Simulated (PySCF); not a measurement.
Functional dependence of a UV spectrum

Species: ClH4PSi.
SMILES with atom numbers: `[PH2:1][SiH2:2][Cl:3]` (hydrogens: H4, H5 on P1; H6, H7 on Si2)

Cartesian coordinates in Å at the PBE0-D3(BJ)/def2-SVP level; atoms count from 1:
```
atom  x, y, z in Å
P1    -0.144   -1.289   -1.811
Si2   -2.203   -0.864   -0.990
Cl3   -3.501   -2.312   -1.704
H4     0.076   -2.372   -0.905
H5     0.449   -0.322   -0.936
H6    -2.651    0.466   -1.490
H7    -2.275   -0.887    0.499
```

Linear-response calculations in the def2-SVPD basis (PySCF; singlets by full response, triplets Tamm–Dancoff, core orbitals frozen in the response; HF means time-dependent Hartree–Fock). 'Strongest' is the level of largest summed f among the singlets computed (10 roots, of which the last may lack a degenerate partner); it can jump between rows when another state enters that window. S1 is the lowest singlet of each run and needn't be the same state throughout; f(S1) is that of one state. The structure is a single PBE0-D3(BJ)/def2-SVP conformer in the gas phase; no vibrational or solvent corrections.

```csv
functional,kind,S1 (eV),f(S1),strongest (eV),T1 (eV),HOMO (eV),gap (eV),"ionisation energy, ΔSCF (eV)"
LDA,LDA,5.55,0.000,6.67,5.35,-6.85,5.46,9.87
PBE,GGA,5.67,0.000,6.71,5.36,-6.78,5.59,9.74
B3LYP,"global hybrid, 20% exact exchange",6.10,0.002,7.77,5.54,-7.68,7.16,9.97
PBE0,"global hybrid, 25% exact exchange",6.21,0.002,7.96,5.54,-7.90,7.58,9.97
BHandHLYP,"global hybrid, 50% exact exchange",6.60,0.006,7.37,5.70,-8.88,9.43,9.99
CAM-B3LYP,range-separated hybrid,6.44,0.004,8.21,5.66,-9.16,9.84,10.08
wB97X-D,range-separated hybrid,6.46,0.004,7.29,5.81,-9.72,11.13,10.09
LC-wPBE,range-separated hybrid,6.72,0.007,8.69,5.73,-10.51,12.27,10.15
HF,Hartree–Fock,7.06,0.017,9.30,5.65,-10.44,12.64,not settled
```

S1 runs from 5.55 eV (LDA) to 7.06 eV (HF), a spread of 1.50 eV, while the orbital gap spreads over 7.2 eV. Along PBE (0%), B3LYP (20%), PBE0 (25%), BHandHLYP (50%), HF (100%) S1 rises with the share of exact exchange. −ε(HOMO) comes closest to its own ΔSCF ionisation energy with LC-wPBE (+0.36 eV) and misses most with LDA (-3.02 eV). 'Not settled' means that the ion's SCF failed to converge or may have ended in another state than the lowest.

Without π bonds the low states are Rydberg-like; a valence basis with one diffuse set may place them up to an eV too high.
